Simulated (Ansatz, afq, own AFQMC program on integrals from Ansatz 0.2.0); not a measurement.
## Si, triplet in def2-SVP, levels against full CI

A free Si atom.

Basis def2-SVP. Only valence electrons are correlated. AFQMC by an in-house program on the Cholesky factors that Ansatz 0.2.0 writes for its CCSD(T) run. The CISD trial takes its coefficients from CCSD amplitudes. Released means that phaseless walkers are propagated on without the constraint, phases kept. Free AFQMC starts from the CCSD state and is never constrained. Its projection time is finite, and what remains of the start isn't in its error. Error bars are statistical, one sigma.

Determinant: UHF, the one that the program's search chose, which needn't be the lowest solution.

Full CI on the same integrals is exact in this basis and with this determinant's frozen core.

- T1 diagnostic: 0.0102
- weight of the determinant in the CISD state: 0.944
- ⟨S²⟩ of the determinant: 2.009
- size of the correlated space: 4 electrons in 13 orbitals

```json
{"level": "MP2", "correlation energy (eV)": "-1.1834"}
{"level": "CCSD", "correlation energy (eV)": "-1.6723"}
{"level": "CCSD(T)", "correlation energy (eV)": "-1.6989"}
```

Q: Estimate where AFQMC with the constraint released lies against CCSD(T) on the same integrals.

A: 1.0 ± 0.04 kJ/mol below CCSD(T).

Reference: full CI, correlation energy -1.710 eV. The released energy is read at 1.50 1/Eh (meV from the phaseless value at times in 1/Eh: -0.8 ± 0.5 at 0.24, -0.8 ± 0.5 at 0.50, -1.3 ± 0.4 at 1.00, -1.4 ± 0.4 at 1.50).

```json
{"level": "CCSD(T)", "E − E(reference) (kJ/mol)": "1.1", "share of correlation (%)": "99.35"}
{"level": "CCSDT", "E − E(reference) (kJ/mol)": "0.1", "share of correlation (%)": "99.94"}
{"level": "CCSDT(Q)", "E − E(reference) (kJ/mol)": "0.0", "share of correlation (%)": "99.99"}
{"level": "ph-AFQMC/HF", "E − E(reference) (kJ/mol)": "6.9 ± 0.9", "share of correlation (%)": "95.81"}
{"level": "ph-AFQMC/CISD", "E − E(reference) (kJ/mol)": "0.2 ± 0.06", "share of correlation (%)": "99.88"}
{"level": "released AFQMC", "E − E(reference) (kJ/mol)": "0.1 ± 0.04", "share of correlation (%)": "99.96"}
{"level": "free AFQMC", "E − E(reference) (kJ/mol)": "0.0 ± 0.02", "share of correlation (%)": "100.02"}
```

CCSDT and higher add their correlation energy to the determinant of the CCSD(T) run, since their own runs factorise the integrals more tightly (a shift of under 2 meV). Free projections are given only where their last times agree within the noise and don't stop above the reference; a slow remainder of the start can still hide under it. A walk keeps the symmetry of its determinant, which the program's search chose and which needn't be the lowest solution, so a lower state of the same spin and another symmetry isn't excluded. Released energies are given only where the last usable release times agree within the noise; a slower fall can still hide under it.
